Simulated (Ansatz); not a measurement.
A calculation on grey tin (α-Sn) returned lattice constant a 6.539 Å, bulk modulus 41.0 GPa.

For reference: lattice constant a 6.477 Å (measured, static lattice: zero-point anharmonic expansion removed; as tabulated in Mejia-Rodriguez and Trickey (2018), arXiv:1807.09216); bulk modulus 42.8 GPa (measured, 0 K value with the zero-point phonon effect removed; as tabulated in Mejia-Rodriguez and Trickey (2018), arXiv:1807.09216).

Question: Which level of theory produced these numbers?
A. PBEsol (Ansatz, an electronic-structure program)
B. Hartree–Fock (Ansatz)
C. B3LYP (VWN-RPA form) (Ansatz)
D. r²SCAN+rVV10 (Ansatz)

Answer: A, PBEsol (Ansatz)

The others give: B3LYP (VWN-RPA form) 6.674 Å, 36.4 GPa; Hartree–Fock 6.605 Å, 51.4 GPa; r²SCAN+rVV10 6.532 Å, 45.2 GPa.

Unless a cell is named, each level is at its own relaxed cell (B3LYP (VWN-RPA form) 37.15, Hartree–Fock 36.02, PBEsol 34.94, r²SCAN+rVV10 34.84 Å³/atom).

Ansatz's density-functional and Hartree–Fock values are scalar-relativistic unless marked +SOC, with PAW data made under PBE.
